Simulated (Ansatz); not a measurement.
Compare A (`N=C(F)CO`) with its isomer B (`N/C=C(\O)F`).

Isolated molecules relaxed with PBE0-D4/def2-TZVP in Ansatz; ΔE leaves out vibrations. CBS: MP2 limit from def2 TZ/QZ plus the TZ coupled-cluster correction, frozen cores. DFT in def2-TZVPP. B3LYP here is the variant with VWN-RPA as its local correlation; programs differ in this. Each species was taken in one conformer, which may not be the lowest.

Problem. Which isomer does CCSD(T)/CBS put lower? Give the gap. (Estimate.)

Solution. Computed: A, by 8.4 kcal/mol.

Problem. Give E(B) − E(A) in kcal/mol with CCSD(T)/def2-SVP, MP2/def2-TZVPP, BLYP-D4, B3LYP, B3LYP-D4, ωB97M-V, B2PLYP. (Estimate.)

Solution. Computed: CCSD(T)/def2-SVP 9.2, MP2/def2-TZVPP 9.2, BLYP-D4 7.2, B3LYP 7.1, B3LYP-D4 7.2, ωB97M-V 8.2, B2PLYP 8.3. None reverses the order clearly.

Problem. Does the order hold for the free energy at 298.15 K (harmonic terms from PBE0-D4)? (An estimate is asked.)

Solution. Computed: Yes: G(B) − G(A) = +8.1 kcal/mol, for one conformer each.

Largest T1 diagnostic: 0.012.

At CCSD(T), def2-SVP lies +0.8 kcal/mol from the extrapolated value and def2-TZVPP +1.0 kcal/mol. Leaving LDA and LC-ωPBE aside and taking each functional with its dispersion term where it has one, the values, not all of them listed here, spread over 2.5 kcal/mol, from PBE-D4 to ωB97X-V. LDA lies −2.7 kcal/mol from PBE without D4.
